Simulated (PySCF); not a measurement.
**Telling isomers of C4H4FN apart by NMR**

Computed data (PySCF 2.14): PBE0/pcSseg-1 with gauge-including orbitals, geometry from PBE0-D3(BJ)/def2-SVP, J couplings at B3LYP/pcJ-1 (spin–dipole term left out of most H,H and C,H couplings). One computed conformer, relativity neglected, isolated molecule, equivalent nuclei averaged.

Referencing at the same level of theory: TMS for ¹H (σ = 31.27 ppm), ¹³C (σ = 184.41 ppm). Multiplet labels drop J under 1 Hz and among equivalent protons, and merge close values. Unscaled 3J(H,H) run several per cent high. One-bond C–F couplings are unscaled and too large by tens of Hz. Shifts are as computed. Against solution values, carbons near 30 ppm lie about +2 ppm off and those near 130 ppm about +5 ppm. Of 1313 compounds with measured shifts, 239 miss one by over three times the rms of a fit or turn the order of signals round; such compounds aren't used in these exercises.

(1) Tabulate the signals of `C/C(F)=C/C#N`, `C/C(F)=C\C#N` and their relative energies.

(2) What is the quickest way to tell C/C(F)=C/C#N from C/C(F)=C\C#N?

## Answers

(1) 
| SMILES | carbon types | δC | δH | E rel. (kcal/mol) |
| --- | --- | --- | --- | --- |
| C/C(F)=C/C#N | 2×C 1×CH 1×CH3 | 183.6, 117.3, 84.0, 20.7 | 4.44 (dq, 1H), 2.03 (dd, 3H) | 0.7 |
| C/C(F)=C\C#N | 2×C 1×CH 1×CH3 | 188.1, 119.8, 86.6, 18.9 | 4.96 (dq, 1H), 2.28 (dd, 3H) | 0.0 |

Energies are electronic energies at PBE0/pcSseg-1 on these geometries, without zero-point or thermal terms, each for the one conformer computed, which needn't be the lowest.

(2) Both give the same number of carbon signals, with the same numbers of each carbon type, so the positions decide. The first has a fully substituted alkene carbon (C) at 183.6 ppm, the second a fully substituted alkene carbon (C) at 188.1 ppm. In the proton spectra the most deshielded non-exchanging signals are 4.44 (dq, J = 27.2, 1.5 Hz, 1H) and 4.96 (dq, J = 11.1, 1.2 Hz, 1H).
